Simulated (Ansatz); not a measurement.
## Ansatz (development build ahead of 0.2.0) run

```yaml
crystal:
  periodic: [false, false, false]
  atoms:
    - { symbol: C, position_ang: [-0.00957, -0.00207, -0.49073] }
    - { symbol: C, position_ang: [-0.00563, 1.19804, 0.21204] }
    - { symbol: C, position_ang: [0.00755, -1.19376, 0.21631] }
    - { symbol: H, position_ang: [-0.00909, -0.00287, -1.58434] }
    - { symbol: H, position_ang: [0.00901, 2.16241, -0.3] }
    - { symbol: H, position_ang: [0.0, 1.20783, 1.31774] }
    - { symbol: H, position_ang: [-0.00311, -2.1513, -0.2979] }
    - { symbol: H, position_ang: [-0.00408, -1.20399, 1.2995] }
basis:
  gaussian: { orbitals: def2-TZVP }
total_charge: 1
hamiltonian:
  xc: hf
```

The input is written out in the form of the current development build from the run's settings.

Output:

```json
{"Converged": "yes", "Total energy": "-116.23384 hartree", "Spin squared of the determinant": "0.000"}
```
